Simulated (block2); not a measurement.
# DMRG/ANO-RCC-MB run of H3NO (hydroxylamine)

What is the vertical singlet–triplet gap of H3NO (hydroxylamine) at DMRG/ANO-RCC-MB? The job is set up through a Python script.

The results are computed with block2 0.5.4.

4 further runs of the same task are left out: 1 that didn't finish, 3 set aside as unsound or not needed. Runs told in other sessions of the task aren't counted.

## (1) The molecule

H3NO has 5 atoms, charge 0, and is taken as a singlet. As SMILES, `NO`. Geometry: relaxed at PBE0-D4/def2-TZVP. This is one conformer, not always the lowest.

Bond lengths: N1–O2 1.422 Å, N1–H3 1.016 Å, N1–H4 1.016 Å, O2–H5 0.960 Å. Angles: N1–O2–H5 102.8°, O2–N1–H3 104.5°, O2–N1–H4 104.5°, H3–N1–H4 106.0°.

## (2) The energy at DMRG/ANO-RCC-MB

mol.xyz reads:

```xyz
5
H3NO
N     -0.165120    -0.361290    -0.321170
O      0.364460     0.666040     0.508060
H     -0.162690    -1.190020     0.266770
H     -1.141650    -0.109840    -0.446210
H      1.105010     0.995100    -0.007440
```

block2_dmrg.py reads:

```python
import numpy as np
from pyscf import cc, dft, gto, mcscf, mp, scf
from pyblock2._pyscf.ao2mo import integrals as itg
from pyblock2.driver.core import DMRGDriver, SymmetryTypes

mol = gto.M(atom="mol.xyz", basis="ano-rcc-mb", charge=0, spin=0, verbose=3, max_memory=2000)
print("basis functions: %d" % (mol.nao))
mf = scf.RHF(mol)
mf.conv_tol = 1e-10
mf.max_cycle = 200
mf.kernel()
if not mf.converged:
    mf = mf.newton().run(mf.mo_coeff, mf.mo_occ)
print("reference energy: %.10f" % (mf.e_tot))
# single-reference ladder for comparison
ref = mf
pt = mp.MP2(ref, frozen=2).run()
mycc = cc.CCSD(ref, frozen=2)
mycc.max_cycle = 150
mycc.kernel()
print("MP2 total energy: %.10f" % (pt.e_tot))
if mycc.converged:
    print(f"E(CCSD): {mycc.e_tot:.10f}")
    print("CCSD(T) total energy: %.10f" % (mycc.e_tot + mycc.ccsd_t()))
    print("T1 diagnostic: %.4f" % (mycc.get_t1_diagnostic()))
# a few density functionals on the same geometry and basis
ks = dft.RKS(mol, xc="hse06").set(conv_tol=1e-9, verbose=3).run()
if ks.converged:
    print("E(HSE06): %.8f" % (ks.e_tot))
ks = dft.RKS(mol, xc="pbe0").set(conv_tol=1e-9, verbose=3).run()
if ks.converged:
    print("E(PBE0): %.8f" % (ks.e_tot))
ks = dft.RKS(mol, xc="blyp").set(conv_tol=1e-9, verbose=3).run()
if ks.converged:
    print("E(BLYP): %.8f" % (ks.e_tot))
ks = dft.RKS(mol, xc="wb97x").set(conv_tol=1e-9, verbose=3).run()
if ks.converged:
    print("E(wB97X): %.8f" % (ks.e_tot))
# CCSD natural orbitals
occ_no, mo = mcscf.addons.make_natural_orbitals(cc.CCSD(mf, frozen=2).run())
mf.mo_coeff = mo
ncas, n_elec, spin, ecore, h1e, g2e, orb_sym = itg.get_rhf_integrals(mf, ncore=2, ncas=11, pg_symm=False, g2e_symm=1)
drv = DMRGDriver(scratch="./tmp", symm_type=SymmetryTypes.SU2, stack_mem=1500 << 20, n_threads=1)
# orbital ordering
idx = drv.orbital_reordering(h1e, g2e, method="fiedler")
print("orbital order:", idx.tolist())
h1e = h1e[np.ix_(idx, idx)]
g2e = g2e[np.ix_(idx, idx, idx, idx)]
orb_sym = np.array(orb_sym)[idx]
drv.initialize_system(n_sites=ncas, n_elec=n_elec, spin=spin, orb_sym=orb_sym)
mpo = drv.get_qc_mpo(h1e=h1e, g2e=g2e, ecore=ecore, iprint=0)
mps = drv.get_random_mps(tag="GS", bond_dim=50, nroots=1)
bond_dims = [50] * 2 + [100] * 2
noises = [0.0001] * 2 + [1e-05] * 2 + [0]
thrds = [1e-08] * 4
e = drv.dmrg(mpo, mps, n_sweeps=10, tol=1e-06, bond_dims=bond_dims, noises=noises, thrds=thrds, iprint=1)
ms, dws, es = drv.get_dmrg_results()
print("DW: %.3e" % (dws[-1]))
print(f"final energy: {e:.10f}")
dm1 = drv.get_1pdm(mps)
print("occupation numbers:", np.round(np.linalg.eigvalsh(dm1)[::-1], 5).tolist())
c_act = mf.mo_coeff[:, 2:13][:, idx]
dm_ao = c_act @ dm1 @ c_act.T + 2 * mf.mo_coeff[:, :2] @ mf.mo_coeff[:, :2].T
print("dipole moment (debye):", np.round(scf.hf.dip_moment(mol, dm_ao, verbose=0), 4).tolist())
print("max block entropy: %.4f" % (max(drv.get_bipartite_entanglement(mps))))
csf, coef = drv.get_csf_coefficients(mps, cutoff=0.1, iprint=1)
print(f"c0^2: {np.max(np.abs(coef)) ** 2:.4f}")
# exact diagonalisation in the same space
ci = mcscf.CASCI(mf, 11, (7, 7))
ci.fix_spin_(ss=0)
ci.fcisolver.conv_tol = 1e-10
ci.fcisolver.max_cycle = 200
ci.kernel()
print("exact diagonalisation: %.10f" % (ci.e_tot))
```

Started as:

```sh
$ python block2_dmrg.py
```

What it wrote:

```text
basis functions: 13
converged SCF energy = -130.841577477514
reference energy: -130.8415774775
E(RMP2) = -130.923539692845  E_corr = -0.0819622153312312
E(SCS-RMP2) = -130.932880994873  E_corr = -0.0913035173592101
E(CCSD) = -130.9497390435974  E_corr = -0.1081615660834654
MP2 total energy: -130.9235396928
E(CCSD): -130.9497390436
CCSD(T) correction = -0.000596750247609694
CCSD(T) total energy: -130.9503357938
T1 diagnostic: 0.0056
converged SCF energy = -131.446705527396
E(HSE06): -131.44670553
converged SCF energy = -131.4349197796
E(PBE0): -131.43491978
converged SCF energy = -131.551587375169
E(BLYP): -131.55158738
converged SCF energy = -131.544949236281
E(wB97X): -131.54494924
E(CCSD) = -130.9497390435974  E_corr = -0.1081615660834654
orbital order: [9, 5, 2, 10, 3, 7, 6, 8, 4, 1, 0]

Sweep =    0 | Direction =  forward | Bond dimension =   50 | Noise =  1.00e-04 | Dav threshold =  1.00e-08
Time elapsed =      0.655 | E =    -130.9418367245 | DW = 5.60646e-06

Sweep =    1 | Direction = backward | Bond dimension =   50 | Noise =  1.00e-04 | Dav threshold =  1.00e-08
Time elapsed =      1.124 | E =    -130.9504979451 | DE = -8.66e-03 | DW = 8.84140e-06

Sweep =    2 | Direction =  forward | Bond dimension =  100 | Noise =  1.00e-05 | Dav threshold =  1.00e-08
Time elapsed =      1.918 | E =    -130.9506269453 | DE = -1.29e-04 | DW = 6.70909e-07

Sweep =    3 | Direction = backward | Bond dimension =  100 | Noise =  1.00e-05 | Dav threshold =  1.00e-08
Time elapsed =      2.938 | E =    -130.9506376692 | DE = -1.07e-05 | DW = 1.30497e-06

Sweep =    4 | Direction =  forward | Bond dimension =  100 | Noise =  0.00e+00 | Dav threshold =  1.00e-07
Time elapsed =      3.843 | E =    -130.9506385986 | DE = -9.29e-07 | DW = 1.14773e-06

DW: 1.148e-06
final energy: -130.9506385986
occupation numbers: [1.99791, 1.9977, 1.99507, 1.98012, 1.97582, 1.97407, 1.95714, 0.04698, 0.0261, 0.02544, 0.02365]
dipole moment (debye): [-0.3236, -0.5108, -0.3247]
max block entropy: 0.2149
mps center changed (temporarily)
DTRIE T =      0.001
Number of CSF =          2 (cutoff =       0.1)
Sum of weights of included CSF =    0.955646196022566

CSF          0 02202020222  =    0.969735516096681
CSF          1 02202200222  =   -0.123528235004273
c0^2: 0.9404
CASCI E = -130.950644093252  E(CI) = -52.2052556470986  S^2 = 0.0000000
exact diagonalisation: -130.9506440933
```

Wall time 17 s (1 thread of Arm Neoverse V1, shared host); peak memory 0.29 GiB.

## (3) The triplet: a single-point energy at DMRG/ANO-RCC-MB

job.py reads:

```python
import numpy as np
from pyscf import cc, dft, gto, mcscf, mp, scf
from pyblock2._pyscf.ao2mo import integrals as itg
from pyblock2.driver.core import DMRGDriver, SymmetryTypes

mol = gto.M(atom="""
N     -0.31203158    -0.68273915    -0.60692334
O      0.68872958     1.25863319     0.96009425
H     -0.30743954    -2.24881188     0.50412224
H     -2.15740583    -0.20756752    -0.84321469
H      2.08816626     1.88046647    -0.01405956
""", basis="ano-rcc-mb", unit="bohr", charge=0, spin=2, verbose=3)
print("basis functions = %d" % (mol.nao))
mf = scf.ROHF(mol)
mf.conv_tol = 1e-10
mf.max_cycle = 200
mf.kernel()
if not mf.converged:
    mf = mf.newton().run(mf.mo_coeff, mf.mo_occ)
print(f"E(HF) = {mf.e_tot:.10f}")
ref = scf.UHF(mol).run(mf.make_rdm1(), conv_tol=1e-10)
pt = mp.MP2(ref, frozen=2).run()
mycc = cc.CCSD(ref, frozen=2)
mycc.max_cycle = 150
mycc.kernel()
print("MP2 total energy = %.10f" % (pt.e_tot))
if mycc.converged:
    print("E(CCSD) = %.10f" % (mycc.e_tot))
    print(f"E(CCSD(T)) = {mycc.e_tot + mycc.ccsd_t():.10f}")
ks = dft.UKS(mol, xc="hse06").set(conv_tol=1e-9, verbose=3).run(mf.make_rdm1())
if ks.converged:
    print(f"E(HSE06) = {ks.e_tot:.8f}")
ks = dft.UKS(mol, xc="pbe0").set(conv_tol=1e-9, verbose=3).run(mf.make_rdm1())
if ks.converged:
    print("E(PBE0) = %.8f" % (ks.e_tot))
ks = dft.UKS(mol, xc="blyp").set(conv_tol=1e-9, verbose=3).run(mf.make_rdm1())
if ks.converged:
    print("E(BLYP) = %.8f" % (ks.e_tot))
ks = dft.UKS(mol, xc="wb97x").set(conv_tol=1e-9, verbose=3).run(mf.make_rdm1())
if ks.converged:
    print("E(wB97X) = %.8f" % (ks.e_tot))
occ_no, mo = mcscf.addons.make_natural_orbitals(mp.MP2(mf.to_uhf(), frozen=2).run())
mf.mo_coeff = mo
ncas, n_elec, spin, ecore, h1e, g2e, orb_sym = itg.get_rhf_integrals(mf, ncore=2, ncas=11, pg_symm=False, g2e_symm=1)
driver = DMRGDriver(scratch="./tmp", symm_type=SymmetryTypes.SU2, stack_mem=1500 << 20, n_threads=1)
idx = driver.orbital_reordering(h1e, g2e, method="fiedler")
print("orbital order:", idx.tolist())
h1e = h1e[np.ix_(idx, idx)]
g2e = g2e[np.ix_(idx, idx, idx, idx)]
orb_sym = np.array(orb_sym)[idx]
driver.initialize_system(n_sites=ncas, n_elec=n_elec, spin=spin, orb_sym=orb_sym)
mpo = driver.get_qc_mpo(h1e=h1e, g2e=g2e, ecore=ecore, iprint=0)
occs = np.array([1.7] * 6 + [1.0] * 2 + [0.3] * 3)[idx]
ket = driver.get_random_mps(tag="GS", bond_dim=25, nroots=1, occs=occs)
bond_dims = [25] * 4 + [50] * 2 + [100] * 3
noises = [0.0001] * 4 + [0.0001] * 2 + [1e-05] * 3 + [0]
thrds = [1e-07] * 9
e = driver.dmrg(mpo, ket, n_sweeps=15, tol=1e-06, bond_dims=bond_dims, noises=noises, thrds=thrds, iprint=2)
ms, dws, es = driver.get_dmrg_results()
print("max discarded weight = %.3e" % (dws[-1]))
print(f"total energy = {e:.10f}")
csf, coef = driver.get_csf_coefficients(ket, cutoff=0.08, iprint=1)
print(f"c0^2 = {np.max(np.abs(coef)) ** 2:.4f}")
ci = mcscf.CASCI(mf, 11, (8, 6))
ci.fix_spin_(ss=2)
ci.fcisolver.conv_tol = 1e-10
ci.fcisolver.max_cycle = 200
ci.kernel()
print(f"E(FCI) = {ci.e_tot:.10f}")
```

Started as:

```sh
$ python job.py
```

What it wrote:

```text
basis functions = 13
converged SCF energy = -130.567148278761
E(HF) = -130.5671482788
converged SCF energy = -130.570132086597  <S^2> = 2.0125685  2S+1 = 3.0083673
E(UMP2) = -130.632398333726  E_corr = -0.0622662471295814
E(SCS-UMP2) = -130.634934800101  E_corr = -0.0648027135049459
E(UCCSD) = -130.6582426483597  E_corr = -0.08811056176319404
MP2 total energy = -130.6323983337
E(CCSD) = -130.6582426484
UCCSD(T) correction = -0.000635254455347819
E(CCSD(T)) = -130.6588779028

WARN: HOMO 0.041611277531898 >= LUMO -0.128295837854589

WARN: HOMO 0.0481739866750036 >= LUMO -0.113145572471494

WARN: HOMO 0.0449300100951049 >= LUMO -0.124369275145045

WARN: HOMO 0.0437955280712745 >= LUMO -0.125397002021152

WARN: HOMO 0.0444201598803812 >= LUMO -0.124909134672123

WARN: HOMO 0.0443035927015707 >= LUMO -0.124969441570373

WARN: HOMO 0.0443116385280486 >= LUMO -0.124961921656818

WARN: HOMO 0.0443087610355248 >= LUMO -0.124962412441301

WARN: HOMO 0.0443087168211208 >= LUMO -0.12496245526947

WARN: HOMO 0.0443088894443249 >= LUMO -0.124962281799943

WARN: HOMO 0.0443087940439267 >= LUMO -0.124962354468175

WARN: HOMO 0.0443087891958145 >= LUMO -0.124962437578787

converged SCF energy = -131.171409348122  <S^2> = 2.003526  2S+1 = 3.0023497
E(HSE06) = -131.17140935

WARN: HOMO 0.0270251655107563 >= LUMO -0.114611451015911

[... 2 lines left out ...]
WARN: HOMO 0.0300437641560743 >= LUMO -0.109983518308334
[... 36 lines left out ...]
WARN: HOMO 0.108620243155414 >= LUMO -0.153005179278967
[... 35 lines left out ...]
WARN: HOMO 0.104589745089756 >= LUMO -0.161514592982815
[... 43 lines left out ...]
 --> Site =    9-  10 .. Mmps =   14 Ndav =   3 E =   -130.6381455315 Error = 5.04e-21 FLOPS = 1.56e+08 Tdav = 0.00 T = 0.01
[... 35 lines left out ...]
 --> Site =    7-   8 .. Mmps =   25 Ndav =   3 E =   -130.6578588547 Error = 7.95e-07 FLOPS = 1.05e+09 Tdav = 0.00 T = 0.02
[... 35 lines left out ...]
 --> Site =    5-   6 .. Mmps =   50 Ndav =   7 E =   -130.6588696706 Error = 5.86e-06 FLOPS = 2.58e+09 Tdav = 0.02 T = 0.12
[... 35 lines left out ...]
 --> Site =    3-   4 .. Mmps =  100 Ndav =   4 E =   -130.6590608049 Error = 2.75e-07 FLOPS = 3.11e+09 Tdav = 0.02 T = 0.08
[... 35 lines left out ...]
 --> Site =    1-   2 .. Mmps =   16 Ndav =   1 E =   -130.6592197752 Error = 0.00e+00 FLOPS = 1.33e+09 Tdav = 0.00 T = 0.03
[... 21 lines left out ...]
 <-- Site =    5-   6 .. Mmps =  100 Ndav =   3 E =   -130.6592227932 Error = 7.08e-07 FLOPS = 3.84e+09 Tdav = 0.08 T = 0.30
 <-- Site =    4-   5 .. Mmps =  100 Ndav =   4 E =   -130.6592337306 Error = 3.89e-06 FLOPS = 3.91e+09 Tdav = 0.13 T = 0.35
 <-- Site =    3-   4 .. Mmps =  100 Ndav =   3 E =   -130.6592244358 Error = 7.35e-07 FLOPS = 3.62e+09 Tdav = 0.04 T = 0.12
 <-- Site =    2-   3 .. Mmps =  100 Ndav =   1 E =   -130.6592219080 Error = 2.00e-19 FLOPS = 2.32e+09 Tdav = 0.00 T = 0.05
 <-- Site =    1-   2 .. Mmps =   66 Ndav =   1 E =   -130.6592219080 Error = 1.34e-19 FLOPS = 1.49e+09 Tdav = 0.00 T = 0.04
 <-- Site =    0-   1 .. Mmps =   54 Ndav =   1 E =   -130.6592219080 Error = 4.09e-21 FLOPS = 4.99e+08 Tdav = 0.00 T = 0.02
[... 8 lines left out ...]
max discarded weight = 3.893e-06
total energy = -130.6592337306
DTRIE T =      0.002
Number of CSF =          2 (cutoff =      0.08)
Sum of weights of included CSF =    0.940961087108698

CSF          0 00222--2220  =   -0.966122438297164
CSF          1 00222--2022  =    0.086997248964779
c0^2 = 0.9334
CASCI E = -130.659246539268  E(CI) = -51.9144503686055  S^2 = 2.0000000
E(FCI) = -130.6592465393
```

Run time: 28 s. Hardware: 1 thread of Arm Neoverse V1, shared host; peak memory 0.29 GiB.

## (4) Summary of results

Level: DMRG/ANO-RCC-MB, 2 core orbitals frozen.

| quantity | value |
| --- | --- |
| run 1, DMRG/ANO-RCC-MB: total energy | -130.95064 Eh |
| run 1, DMRG/ANO-RCC-MB: dipole moment (of the density that the program reports) | 0.69 D |
| run 1, DMRG/ANO-RCC-MB: T1 diagnostic of the CCSD step | 0.006 |
| triplet: total energy | -130.65923 Eh |
| vertical energy of the triplet above the singlet | 7.930 eV |

**Reading.** At this shape the triplet lies 7.93 eV (183 kcal/mol) above the singlet. In a minimal basis such a difference can be off by several eV, whatever the method. The basis (run 1, DMRG/ANO-RCC-MB) was made for a relativistic Hamiltonian, but the run is non-relativistic. The basis (triplet) was made for a relativistic Hamiltonian, but the run is non-relativistic.
